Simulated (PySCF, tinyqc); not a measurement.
Inside a calculation. Method: CCSD on RHF in the sto-3g basis, frozen core, for CH+, spin multiplicity 1. The lowest restricted solution is unstable here: a spin-polarised one lies 0.0093 hartree lower (PySCF). One step of it, computed by the program tinyqc.

Task: CCSD: starting amplitudes. t_ij^ab = <ij||ab> / (e_i + e_j - e_a - e_b), whose energy is MP2.

orbital energies (hartree): MO1 -11.685871, MO2 -1.197862, MO3 -0.833353, MO4 -0.273705, MO5 -0.273705, MO6 0.060163

Two-electron integrals over orbitals (pq|rs), unique and non-zero (hartree); the lowest 1 orbital is frozen and left out:
```
(22|22) 0.589919    (32|22) 0.033459    (32|32) 0.103636    (33|22) 0.519378
(33|32) -0.051755   (33|33) 0.595722    (42|42) 0.105556    (43|42) -0.041520
(43|43) 0.046477    (44|22) 0.571555    (44|32) -0.051772   (44|33) 0.550532
(44|44) 0.672833    (52|52) 0.105556    (53|52) -0.041520   (53|53) 0.046477
(54|54) 0.036269    (55|22) 0.571555    (55|32) -0.051772   (55|33) 0.550532
(55|44) 0.600295    (55|55) 0.672833    (62|22) -0.080118   (62|32) 0.011049
(62|33) -0.023306   (62|44) -0.100873   (62|55) -0.100873   (62|62) 0.092573
(63|22) -0.034261   (63|32) 0.077563    (63|33) -0.080589   (63|44) -0.093706
(63|55) -0.093706   (63|62) 0.065301    (63|63) 0.115570    (64|42) -0.036448
(64|43) -0.001496   (64|64) 0.024294    (65|52) -0.036448   (65|53) -0.001496
(65|65) 0.024294    (66|22) 0.543394    (66|32) 0.090635    (66|33) 0.494379
(66|44) 0.469749    (66|55) 0.469749    (66|62) 0.009368    (66|63) 0.063075
(66|66) 0.644968
```

Give: Starting amplitudes; correlation energy.

Result:

Starting amplitudes (spin orbitals 1a, 1b, ...; amplitudes related by a flip of all spins are not repeated):
```
from      to        t
3a 3b  6a 6b  -0.0647
2a 2b  4a 4b  -0.0571
2a 2b  5a 5b  -0.0571
3a 3b  4a 4b  -0.0415
3a 3b  5a 5b  -0.0415
2a 2b  6a 6b  -0.0368
2a 3b  6a 6b  -0.0304
2a 3b  4a 4b   0.0280
2a 3b  5a 5b   0.0280
```

correlation energy = -0.035408 hartree
